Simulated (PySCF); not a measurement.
## BS: from constants to spectrum

ROHF-CCSD(T) constants of BS, ²Σ⁺ (doublet), unpaired electrons σ ↑ (B x2c-TZVPPall, S x2c-TZVPPall; spin-free X2C with a Gaussian nucleus (PySCF 2.14); masses 11.0093 and 31.9721 u):

```
ωe          : 1172.4 cm⁻¹
ωexe        : 6.13 cm⁻¹
Be          : 0.78394 cm⁻¹
αe          : 0.00565 cm⁻¹
De to B + S : 5.57 eV
```

Q: What force constant and bond length do these constants imply?

A: Reduced mass μred = 8.1894 u; k = 5.8918×10⁻⁷·μred·ωe² (u, cm⁻¹, mdyn/Å) = 6.63 mdyn/Å; Re = √(16.8576/(μred·Be)) (u, cm⁻¹, Å) = 1.620 Å.

Q: Estimate the centrifugal constant D from the Kratzer relation and find the Dunham coefficient a1.

A: D = 4Be³/ωe² = 1.4e-06 cm⁻¹; a1 = −1 − αeωe/(6Be²) = -2.80.

Correlated steps freeze 6 core orbitals. The state is the lowest determinant that a PBE0 search found; another state may lie lower at other levels.
